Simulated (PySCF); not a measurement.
Cartesian coordinates (Å):
SMILES: [Cl]
```xyz
1

Cl     0.0000     0.0000     0.0000
```
Charge 0, spin multiplicity 2.

Task: Estimate the total energy, dipole moment and highest occupied spin orbital that PySCF with TPSSh-D3(BJ)/def2-TZVP returns for this input.

Result: 
The total energy is -460.1642 Ha and the dipole moment comes out as 0.00 D. The highest occupied spin orbital is -8.78 eV.
